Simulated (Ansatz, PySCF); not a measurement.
Protons, H atoms and electrons added to or taken from CC#C. Isolated molecules, 0 K electronic values unless said otherwise. Strings in code marks are SMILES.

Quantity: vertical ionisation energy (energy after one electron is removed minus that of the parent at the parent's geometry), in eV.

Level 1: frozen-core MP2/cc-pVTZ // B3LYP-D3(BJ)/def2-TZVP (Ansatz, a quantum-chemistry and plane-wave program)
Level 2: minus the HOMO energy of B3LYP/6-31G* // B3LYP-D3(BJ)/def2-TZVP (PySCF)
Level 3: minus the HOMO energy of M06-2X/def2-TZVP // B3LYP-D3(BJ)/def2-TZVP (PySCF)
Level 4: minus the HOMO energy of SVWN5/6-31G* // B3LYP-D3(BJ)/def2-TZVP (PySCF)

```json
[
 {"species": "`C=[C+]C`", "level 2": "14.81", "level 3": "16.41", "level 4": "13.78"},
 {"species": "`C#CC`", "level 2": "7.08", "level 3": "9.01", "level 4": "6.18"}
]
```

Q: What does level 1 give for each?

A: 
- `C=[C+]C`: 18.02
- `C#CC`: 10.72
